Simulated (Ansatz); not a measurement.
Conformers of C$_{3}$H$_{3}$F$_{3}$, SMILES `C=C(F)C(F)F`, each relaxed with PBE0-D4/def2-TZVP in Ansatz. CBS adds the triple-zeta coupled-cluster correction to the MP2 limit.

Not all of them had a frequency check.

Conformer A:

Cartesian coordinates in Å:
```
C -0.773 -0.941 0.730
C 0.247 -0.474 0.043
F 1.337 -1.205 -0.211
C 0.371 0.887 -0.572
F -0.762 1.594 -0.383
F 1.390 1.565 0.013
H -1.632 -0.310 0.903
H -0.760 -1.948 1.124
H 0.581 0.833 -1.646
```

Conformer B:

Cartesian coordinates in Å:
```
C 1.002 0.420 0.923
C 0.467 -0.224 -0.095
F 1.170 -1.058 -0.858
C -0.961 -0.109 -0.519
F -1.564 -1.322 -0.477
F -1.039 0.330 -1.797
H 2.045 0.294 1.181
H 0.393 1.088 1.516
H -1.513 0.581 0.126
```

Which is lowest in electronic energy at CCSD(T)/CBS (frozen core, def2 sets), and by how much? (Estimate.)

Computed: A; B lies 1.5 kJ/mol higher. Gaps under about 2 kJ/mol don't settle the order.

Give the energies relative to A (kJ/mol) with PBE-D4/def2-TZVPP, B3LYP-D4/def2-TZVPP, ωB97M-V/def2-TZVPP, r2SCAN/def2-TZVPP, B3LYP/def2-TZVPP, MP2/def2-TZVPP, CCSD/def2-TZVPP. (An estimate is asked.)

Computed: 
```json
{"level": "PBE-D4/def2-TZVPP", "B": "0.7"}
{"level": "B3LYP-D4/def2-TZVPP", "B": "1.3"}
{"level": "ωB97M-V/def2-TZVPP", "B": "1.9"}
{"level": "r2SCAN/def2-TZVPP", "B": "1.4"}
{"level": "B3LYP/def2-TZVPP", "B": "1.3"}
{"level": "MP2/def2-TZVPP", "B": "1.1"}
{"level": "CCSD/def2-TZVPP", "B": "1.7"}
```

B3LYP here is the variant with VWN-RPA as its local correlation; programs differ in this.
